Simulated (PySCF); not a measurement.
# ClH3Si: the cost of one run

Program: PySCF 2.14.0. Level of theory: levels as typed in each script, gas phase, geometry from GFN2-xTB. These are calculated values, not measurements.

## 1. Where the work starts

SMILES `Cl[SiH3]`, 5 atoms, charge 0, spin multiplicity 1.

Bond lengths: Cl1–Si2 2.010 Å, Si2–H3 1.459 Å, Si2–H4 1.458 Å, Si2–H5 1.459 Å. Angles: Cl1–Si2–H3 108.1°, Cl1–Si2–H4 108.2°, Cl1–Si2–H5 108.1°, H3–Si2–H4 110.7°, H3–Si2–H5 110.8°, H4–Si2–H5 110.7°.

Coordinates:

```xyz
5
ClH3Si
Cl   -1.0452    0.0000    0.0000
Si    0.9650    0.0000    0.0001
H     1.4193   -1.2584   -0.5812
H     1.4206    0.1260    1.3789
H     1.4192    1.1326   -0.7992
```

## 2. Density, bond paths and surface potential (PBE0/def2-tzvp)

File input.py:

```python
import numpy as np
from pyscf import gto, scf, dft
from pyscf.scf import atom_ks, atom_hf
from scipy.linalg import block_diag

def solve(mol, dm0=None, hcore=None):
    mf = (dft.UKS if mol.spin else dft.RKS)(mol, xc='pbe0')
    mf.grids.level = 3
    mf = mf.density_fit(auxbasis='def2-universal-jkfit')
    mf.conv_tol, mf.max_cycle = 1e-8, 80
    if hcore is not None:
        mf.get_hcore = lambda *args: hcore
    mf.kernel(dm0)
    if not mf.converged:
        mf = mf.newton().run(mf.mo_coeff, mf.mo_occ, max_cycle=30)
    assert mf.converged, 'SCF not converged'
    return mf

mol = gto.M(atom='''
Cl    -1.04521     0.00001     0.00004
Si     0.96496    -0.00002     0.00005
H      1.41926    -1.25841    -0.58116
H      1.42063     0.12602     1.37895
H      1.41921     1.13260    -0.79915
''', basis='def2-tzvp', charge=0, spin=0, verbose=4)
mf = solve(mol)
mf.analyze()
# spherically averaged free atoms, for the promolecule
atm = atom_ks.get_atm_nrks(mol, xc='pbe0')
pro = block_diag(*[(atm[a[0]][2] * atm[a[0]][3]) @ atm[a[0]][2].T for a in mol._atom])
np.savez('result.npz', e=mf.e_tot, c=mf.mo_coeff, occ=mf.mo_occ, eps=mf.mo_energy, pro=pro, dip=mf.dip_moment(verbose=0), s2=mf.spin_square()[0])
```

Command:

```console
$ OMP_NUM_THREADS=1 python input.py
```

Q: Estimate wall time and peak memory on 1 thread of Intel Xeon Platinum 8375C at 2.90GHz (Ice Lake), shared host.

About 5.7 s, with a peak of 0.38 GiB.
